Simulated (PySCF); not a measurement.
Metal–ligand bonds in Cd(OH)1–Y. Gas-phase values, no solvent. One relaxed conformer stands for each flexible species; it need not be the lowest. Multiplicities are imposed; where one is given, others were not computed. Strings in code marks are SMILES.

Quantity: electronic energy of homolysis of the metal–ligand bond (relaxed doublet parts, no counterpoise, zero-point or spin–orbit term), in eV. HF references are unrestricted for open shells and restricted for singlets.

Level 1: TPSSh-D3(BJ)/def2-TZVP // TPSS-D3(BJ)/def2-SVP (PySCF)
Level 2: BP86/6-31G* (LANL2DZ on Cd) // TPSS-D3(BJ)/def2-SVP (PySCF)
Level 3: PBE/6-31G* (LANL2DZ on Cd) // TPSS-D3(BJ)/def2-SVP (PySCF)
Level 4: HF/6-31G* (LANL2DZ on Cd) // TPSS-D3(BJ)/def2-SVP (PySCF)

| species | level 2 | level 3 | level 4 |
|---|---|---|---|
| Cl: [Cd(OH)(Cl)] | 3.70 | 3.77 | 2.92 |
| F: [Cd(OH)(F)] | 4.53 | 4.60 | 2.77 |

Question: What does level 1 give for each?

Answer: 
- Cl: [Cd(OH)(Cl)]: 3.95
- F: [Cd(OH)(F)]: 4.44
